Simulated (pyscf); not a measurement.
A first-order saddle from PySCF, ωB97X-D3(BJ)/def2-SVP:

```xyz
9

O     -0.2695     1.5687    -0.0661
Si    -1.0445    -0.0135    -0.5074
O     -0.2322    -1.2015    -1.3064
F     -2.6619     0.0858    -0.5430
F     -0.8984    -0.5786     1.0302
H     -0.5245     2.0812     0.7175
H     -0.0104    -1.9420    -0.7271
H     -0.6231     1.6668    -1.1660
H     -0.9713     0.9203    -1.9045
```
Charge 0, spin multiplicity 1.

Surface: singlet, charge 0. Lowest wavenumbers (cm⁻¹): 1366i, 134, 192, 348, 364.

### Question
Name the species on either side of this saddle.

### Answer
HO–Si(OH)(F)–F (SMILES O[Si](O)(F)F) + H₂ (SMILES [H][H]) ⇌ H₂O (SMILES O) + HO–SiH(F)–F (SMILES O[SiH](F)F), a four-centre exchange read from left to right: O–Si, H–H broken and H–O, H–Si formed. At ωB97M-D3(BJ)/def2-TZVP it lies +52.3 kcal/mol from the left side and +29.6 kcal/mol from the right (each side as separated species at their lowest minima found). On the product side the descent ends in a complex, 4.1 kcal/mol under the separated species and 34.1 kcal/mol under the saddle at ωB97X-D3(BJ)/def2-TZVP. One saddle was located; it need not be the lowest between these sides.
